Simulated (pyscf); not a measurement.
Single points on ωB97X-D3(BJ)/def2-SVP structures (PySCF, gas phase).

### Question
PBE/def2-TZVP puts the barrier of HO–Si(OH)(OH)–OH (SMILES O[Si](O)(O)O) + H₂C=CH–CH₃ (SMILES C=CC) → H₃C–CH(CH₃)–O–Si(OH)(OH)–OH (SMILES CC(C)O[Si](O)(O)O) (addition across a multiple bond or ene-type step; singlet surface; H–O broken, C–O, C–H formed) at 39.9 kcal/mol and the reaction energy at -13.9 kcal/mol, from the separated reactants. What do B3LYP-D3(BJ)/def2-TZVP, PBE0-D3(BJ)/def2-TZVP, ωB97M-D3(BJ)/def2-TZVP give on the same structures?

### Answer
B3LYP-D3(BJ): ΔE‡ = 43.5 kcal/mol, ΔE = -15.8 kcal/mol; PBE0-D3(BJ): ΔE‡ = 42.3 kcal/mol, ΔE = -19.6 kcal/mol; ωB97M-D3(BJ): ΔE‡ = 45.6 kcal/mol, ΔE = -16.9 kcal/mol. PBE's barrier lies under all of them, by 2.3 to 5.6 kcal/mol. Its reaction energy lies over all of them, by 1.9 to 5.7 kcal/mol. Low barriers are usual for a GGA, whose delocalisation error favours stretched bonds. On the reactant side the descent ends in a complex, 5.4 kcal/mol under the separated species and 50.6 kcal/mol under the saddle at ωB97X-D3(BJ)/def2-TZVP. This is the saddle that the search found; another between the same sides may lie lower.
